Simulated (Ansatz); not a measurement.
# C3H8N: the cost of one run

Method: the levels named in each step, in Ansatz 0.2.0.

## (1) Starting point

Bond lengths: C1–N2 1.266 Å, N2–C3 1.436 Å, N2–C4 1.437 Å, C1–H5 1.085 Å, C1–H6 1.078 Å, C3–H7 1.091 Å, C3–H8 1.088 Å, C3–H9 1.096 Å, C4–H10 1.088 Å, C4–H11 1.091 Å, C4–H12 1.087 Å. Angles (14 of 18 angles, heavy atoms first): C1–N2–C3 122.4°, C1–N2–C4 122.8°, C3–N2–C4 114.8°, N2–C1–H5 120.7°, N2–C1–H6 121.4°, N2–C3–H7 109.9°, N2–C3–H8 111.5°, N2–C3–H9 109.7°, N2–C4–H10 111.5°, N2–C4–H11 109.9°, N2–C4–H12 110.2°, H5–C1–H6 117.9°, H7–C3–H8 109.3°, H7–C3–H9 107.1°.

Coordinates:

```xyz
12

C    -0.5494    0.9063    0.8589
N    -0.0395    0.0652    0.0619
C     1.3079   -0.4106    0.2031
C    -0.7598   -0.4871   -1.0516
H    -1.5714    1.2473    0.7266
H     0.0122    1.3063    1.6872
H     1.3089   -1.4954    0.3236
H     1.8049    0.0460    1.0563
H     1.8761   -0.1867   -0.7067
H    -1.7739   -0.0969   -1.1044
H    -0.2373   -0.2596   -1.9825
H    -0.8185   -1.5688   -0.9607
```

## (2) A rough first relaxation, PBE-D4/def2-SVP

Contents of input.yaml:

```yaml
crystal:
  periodic: [false, false, false]
  atoms:
    - { symbol: C, position_ang: [-0.54944, 0.90631, 0.85886] }
    - { symbol: "N", position_ang: [-0.03954, 0.06516, 0.06187] }
    - { symbol: C, position_ang: [1.30793, -0.41058, 0.20314] }
    - { symbol: C, position_ang: [-0.75982, -0.48707, -1.05165] }
    - { symbol: H, position_ang: [-1.57142, 1.24729, 0.72662] }
    - { symbol: H, position_ang: [0.01217, 1.30628, 1.68718] }
    - { symbol: H, position_ang: [1.30893, -1.49538, 0.32358] }
    - { symbol: H, position_ang: [1.80494, 0.04597, 1.05628] }
    - { symbol: H, position_ang: [1.87612, -0.18667, -0.70675] }
    - { symbol: H, position_ang: [-1.77386, -0.09688, -1.1044] }
    - { symbol: H, position_ang: [-0.23729, -0.25963, -1.98254] }
    - { symbol: H, position_ang: [-0.81854, -1.56883, -0.9607] }
total_charge: 1
basis:
  gaussian: { orbitals: def2-SVP }
hamiltonian:
  xc: pbe
  dispersion: d4
relax:
  f_tol: 0.03
  max_steps: 200
```

Command:

```
$ ansatz run input.yaml --threads 4 --pin off --max-ram 10240MiB --backend cpu --events-out ev --progress --plain --runs-dir out
```

What time and memory should one allow on 4 threads of Intel Xeon at 2.70GHz, shared host?

About 5.9 s, with a peak of 0.14 GiB.
